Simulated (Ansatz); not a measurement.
# CsPbCl₃ (Pm-3m)

All numbers below come from DFT PBEsol, scalar-relativistic, plane waves, PAW (Ansatz).

Cutoff 420 eV; k points 6×6×6 on the computed 5-atom cell (Γ-centred); Gaussian smearing, width 0.02 eV; no spin polarisation.

The structure is relaxed at this level of theory with its symmetry kept. Whether it is the stable form of this composition wasn't checked.

```
Cs Pb Cl
1.0
     5.61865    0.00000    0.00000
     0.00000    5.61865    0.00000
     0.00000    0.00000    5.61865
Cs Pb Cl
1 1 3
Direct
  0.00000 0.00000 0.00000
  0.50000 0.50000 0.50000
  0.50000 0.50000 0.00000
  0.00000 0.50000 0.50000
  0.50000 0.00000 0.50000
```

| Quantity | Value |
| --- | --- |
| Space group | Pm-3m (No. 221) |
| Volume per atom | 35.48 Å³ |
| Formation energy from the elements' standard states (uncorrected) | -1.550 eV/atom |
| Kohn–Sham band gap | 1.83 eV, direct at R |
| Löwdin character of the top 1 eV of the valence band | Cl 3p 63 %, Pb 6s 27 %, Pb 6p 7 % |
| Löwdin character of the lowest 1 eV of the conduction band | Pb 6p 78 %, Cl 3p 8 %, Cl 3s 8 %, unprojected 5 % |
| Electron masses at the edge by Cartesian direction of the standard setting (m_e; degenerate bands sorted by energy; no spin-orbit coupling) | x: 0.83, 0.83, 0.10; y: 0.83, 0.83, 0.10; z: 0.83, 0.83, 0.10 |
| Hole masses at the edge by Cartesian direction of the standard setting (m_e; degenerate bands sorted by energy; no spin-orbit coupling) | x: 0.18; y: 0.18; z: 0.18 |
| Bulk modulus | 25.0 GPa |
| Its pressure derivative | 4.7 |
| Bader charges (e) | Cs (1 in the cell) 0.89, Pb (1 in the cell) 1.23, Cl (3 in the cell) -0.71 |

Spin-orbit coupling is left out, which matters for the bands of heavy elements.

Symmetry holds off the tilts and polar distortions that many cubic perovskites undergo.